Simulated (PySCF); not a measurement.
FH.

```xyz
2

F      0.0000     0.0000    -0.0925
H      0.0000     0.0000     0.8329
```

The structure is a stationary point at B3LYP-D3(BJ)/def2-TZVPD.

Method: KT2/pcSseg-2 run with PySCF. Non-relativistic, no solvent.

Computed absolute GIAO shielding of each atom: isotropic value and principal components (ppm):
```csv
atom,σ(iso),σ11,σ22,σ33,span
F1,404.2,364.7,364.7,483.1,118.4
H2,29.6,22.6,22.6,43.6,21.1
```
